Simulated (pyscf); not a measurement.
H₂Al–PH₂ -> H₂Al–PH₂ (concerted two-bond exchange; singlet surface; H–P, Al–H broken, H–P, Al–H formed). Structures and frequencies: ωB97X-D3(BJ)/def2-SVP in PySCF. Correlated levels are frozen-core, on RHF or UHF. ΔMP2 is the change of the MP2 total energy from the triple- to the quadruple-zeta basis. Energies in kJ/mol from the reactant's lowest minimum found.

```
level                             barrier  reaction energy
--------------------------------  -------  ---------------
PBE/def2-TZVP                       272.0              0.0
r²SCAN/def2-TZVP                    289.8              0.0
B3LYP-D3(BJ)/def2-TZVP              286.4              0.0
HF/def2-TZVP                        328.4              0.0
MP2/def2-QZVPP                      324.9              0.0
CCSD/def2-TZVPP                         …              0.0
CCSD(T)/def2-TZVPP + ΔMP2(QZVPP)        …              0.0
```

Problem. Fill in the missing entries.

Solution. 
- CCSD/def2-TZVPP, barrier: 306.6
- CCSD(T)/def2-TZVPP + ΔMP2(QZVPP), barrier: 301.3

The same reactants have a lower exit, to PH₃ + AlH [singlet] (barrier +247.2 kJ/mol at ωB97M-D3(BJ), against +294.2 kJ/mol here). This is the saddle that the search found; another between the same sides may lie lower. One closed-shell reference is unstable to symmetry breaking; treat the single-reference values with care. The CCSD(T) − MP2 part came from Ansatz, without density fitting, on the same reference.
